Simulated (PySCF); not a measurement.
# BN: frontier orbitals

BLYP at R = 1.330 Å; B jorge-DZP-DKH, N jorge-DZP-DKH; spin-free X2C with a Gaussian nucleus (PySCF 2.14). State: ³Π (triplet), unpaired electrons σ ↑, π ↑. Only the outer orbitals are listed, counted within each symmetry.

```
spin  orbital  occ.  ε (eV)  on B (%)         main shells (%)
   α       3σ     1  -20.74        30  65 N s, 17 B s, 12 B p
   α       4σ     1   -9.61        42  41 N p, 37 B s, 17 N s
   α       1π     1   -8.69        29          71 N p, 28 B p
   α       1π     1   -7.58        34          66 N p, 33 B p
   α       5σ     1   -7.38        70  39 B p, 31 B s, 26 N p
   α       2π     0   -1.81        77          75 B p, 23 N p
   α       2π     0   -1.17        72          70 B p, 28 N p
   β       3σ     1  -19.39        33  62 N s, 18 B s, 13 B p
   β       4σ     1   -8.42        27  53 N p, 23 B s, 20 N s
   β       1π     1   -7.09        34          66 N p, 32 B p
   β       1π     0   -6.58        36          64 N p, 34 B p
   β       5σ     0   -5.13        86  50 B s, 35 B p, 14 N p
   β       2π     0   -0.43        73          73 B p, 27 N p
```

Task: Which are the highest filled and the lowest empty level, where do they sit, and how wide is the gap?

Result: Highest filled β 1π at -7.09 eV (in %: 66 N p, 32 B p); lowest empty β 1π at -6.58 eV (in %: 64 N p, 34 B p); the gap at BLYP is 0.51 eV. Both belong to one degenerate shell, split only by its one-sided filling, so this is no excitation gap.

```
bond order (Mayer)                             : 2.49
⟨S²⟩                                           : 2.002
charge on B (Mulliken, basis-dependent)        : 0.02
charge on B (Löwdin, basis-dependent)          : -0.05
dipole moment (positive dipole means B(−)N(+)) : -1.53 D
```

The state is the lowest determinant that a PBE0 search found; another state may lie lower at other levels.
